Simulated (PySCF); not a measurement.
# One shape, several levels: HOF (hypofluorous acid)

We compute a comparison of 5 runs (B3LYP/6-31G*, B3LYP/aug-cc-pVTZ, M06-2X/aug-cc-pVTZ, M06-L/aug-cc-pVTZ, revPBE/aug-cc-pVTZ) of HOF (hypofluorous acid). 

The results are computed with PySCF 2.14.0.

1 further run of the same task is left out (set aside as unsound or not needed).

## 1. The system as given

HOF has 3 atoms, charge 0, and is taken as a singlet. As SMILES, `OF`. One bond was lengthened or shortened from a relaxed shape.

Bond lengths: O1–F2 1.386 Å, O1–H3 1.117 Å. Angles: F2–O1–H3 102.3°.

## 2. The energy at B3LYP/6-31G(d) (spherical functions) (run 1)

Contents of job.py:

```python
from pyscf import gto, dft

system = gto.Mole()
system.atom = '''
O      0.957976    -0.195090     0.511555
F     -0.225805     2.105803     0.107871
H     -0.382537    -1.555812    -0.385466
'''
system.basis = '6-31g*'
system.verbose = 3
system.max_memory = 1860
system.unit = 'bohr'
system.build()

mf = dft.RKS(system, xc='b3lyp')
mf.grids.level = 5
mf.conv_tol = 1e-10
mf.kernel()
if not mf.converged:
    mf = mf.newton().run(mf.mo_coeff, mf.mo_occ)

e_final = mf.e_tot
print('E = %.10f Eh' % e_final)
```

Command:

```bash
$ OMP_NUM_THREADS=1 python job.py
```

The program printed:

```text
converged SCF energy = -175.505504744002
E = -175.5055047440 Eh
```

It took 2.4 s on 1 thread of Arm Neoverse V1, shared host; peak memory 0.2 GiB.

## 3. The energy at B3LYP/aug-cc-pVTZ (run 2)

Contents of job.py:

```python
from pyscf import gto, dft

mol = gto.M(
    atom='O 0.506939 -0.103237 0.270703; F -0.119491 1.114343 0.057083; H -0.202430 -0.823300 -0.203980',
    basis='aug-cc-pvtz',
    charge=0,
    verbose=4,
    max_memory=1860,
)

mf = dft.RKS(mol, xc='b3lyp')
mf.conv_tol = 1e-10
mf.grids.level = 5
mf.kernel()
if not mf.converged:
    mf = mf.newton().run(mf.mo_coeff, mf.mo_occ)

etot = mf.e_tot
print(f'total energy: {etot:.8f} hartree')
```

Command:

```bash
$ OMP_NUM_THREADS=1 python job.py
```

The program printed:

```text
PySCF version 2.14.0

[... 69 lines left out ...]
converged SCF energy = -175.598188027884
total energy: -175.59818803 hartree
```

Run time: 10 s. Hardware: 1 thread of Arm Neoverse V1, shared host; peak memory 0.58 GiB.

Runs 3 to 4 aren't shown in full; the table further down has their settings and results.

## 4. A single-point energy at revPBE/aug-cc-pVTZ (run 5)

Contents of mol.xyz:

```xyz
3

O      0.506939    -0.103237     0.270703
F     -0.119491     1.114343     0.057083
H     -0.202430    -0.823300    -0.203980
```

Contents of input.py:

```python
from pyscf import gto, dft

system = gto.M(
    atom='mol.xyz',
    charge=0,
    basis='aug-cc-pvtz',
    verbose=3,
    max_memory=1860,
)

mf = dft.RKS(system, xc='revpbe')
mf.conv_tol = 1e-10
mf.grids.level = 5
mf.kernel()
if not mf.converged:
    mf = mf.newton().run(mf.mo_coeff, mf.mo_occ)

energy = mf.e_tot
print('E(%s) = %.9f' % ('REVPBE', energy))
```

Command:

```bash
$ OMP_NUM_THREADS=1 python input.py
```

The program printed:

```text
converged SCF energy = -175.549751905988
E(REVPBE) = -175.549751906
```

It took 9.6 s on 1 thread of Arm Neoverse V1, shared host; peak memory 0.58 GiB.

## 5. Overview of the runs

```csv
run,level,energy (Eh),dipole moment (D),HOMO energy (eV),LUMO energy (eV),wall time
1,B3LYP/6-31G* (spherical functions),-175.505505,2.05,-8.01,-0.43,2.4 s
2,B3LYP/aug-cc-pVTZ,-175.598188,2.03,-8.75,-1.51,10 s
3,M06-2X/aug-cc-pVTZ,-175.529463,2.12,-11.10,-0.60,23 s
4,M06-L/aug-cc-pVTZ,-175.558132,1.96,-7.25,-1.86,22 s
5,revPBE/aug-cc-pVTZ,-175.549752,1.89,-6.90,-2.40,9.6 s
```

## 6. Outcome

| quantity | value |
| --- | --- |
| run 5: total energy | -175.54975 Eh |
| run 5: dipole moment | 1.89 D |
| run 5: HOMO energy | -6.90 eV |
| run 5: LUMO energy | -2.40 eV |
| run 5: HOMO–LUMO gap | 4.50 eV |

In words: The dipole moment (its size) runs from 1.89 D (revPBE/aug-cc-pVTZ) to 2.12 D (M06-2X/aug-cc-pVTZ). The HOMO–LUMO gap runs from 4.50 eV (revPBE/aug-cc-pVTZ) to 10.50 eV (M06-2X/aug-cc-pVTZ). Totals of different functionals can't be ranked against each other. All runs together took 67 s, the longest 23 s.
